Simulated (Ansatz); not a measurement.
Born–Oppenheimer molecular dynamics of CH$_{7}$BO (10 atoms, charge 0, multiplicity 1). It starts at the highest image of a converged band. Of that band: A structure lower than the first end lies on the path between it and the top, so the climb from that side starts below the end, which may itself be a saddle point or a shallow side well. Neighbouring images differ by up to 1.8 eV, so the band resolves the path poorly. A vibrational analysis at the climbing image gives one clearly imaginary mode, 1228i cm⁻¹: a first-order saddle point.

Method: RKS BLYP/6-31G* (Ansatz).

```
ensemble                      : NVE (velocity Verlet)
time step                     : 0.5 fs
steps asked                   : 200
starting velocities drawn for : 100 K
seed                          : 6103
```

First frame:

```xyz
10
Properties=species:S:1:pos:R:3
B 0.008 -0.422 0.129
C -0.066 -0.073 1.917
H -0.908 -0.454 2.523
H 0.879 -0.235 2.457
H -0.224 1.007 1.779
H 1.111 -0.101 -0.206
O -1.096 0.095 -0.595
H -1.959 -0.182 -0.230
H 0.075 -1.759 0.110
H -0.091 -1.295 1.062
```

(1) How far do the bonds stretch over the last three quarters of this one trajectory? (Pairs bonded in most of those frames.)

Answers

(1) 
```tsv
bond	mean (Å)	spread (Å)	shortest	longest
B1–C2	1.593	0.060	1.49	1.68
B1–H6	1.210	0.013	1.19	1.23
B1–O7	1.380	0.032	1.33	1.44
C2–H3	1.109	0.008	1.09	1.12
C2–H4	1.107	0.008	1.09	1.12
C2–H5	1.112	0.009	1.10	1.13
O7–H8	0.987	0.008	0.97	1.00
H9–H10	0.753	0.006	0.74	0.76
```

Mean temperature of the second half: 1624 K. The conserved energy stayed within 0.056 meV per atom of its start (net change 0.02 meV per atom), so the integration is sound. The kinetic energy rose, since the run started high on the potential surface and went downhill. It ends in pieces (CH5BO + H2), so much of that is their flight and rotation, not heat. A run of 0.1 ps of so small a system gives no equilibrium averages. The orbitals stay closed-shell, which can raise the energy where a bond breaks towards radicals; this wasn't checked here.

Run time: 2.8 min on 1 thread of Intel(R) Xeon(R) 6975P-C (Granite Rapids), on a shared host, peak memory 0.12 GiB.
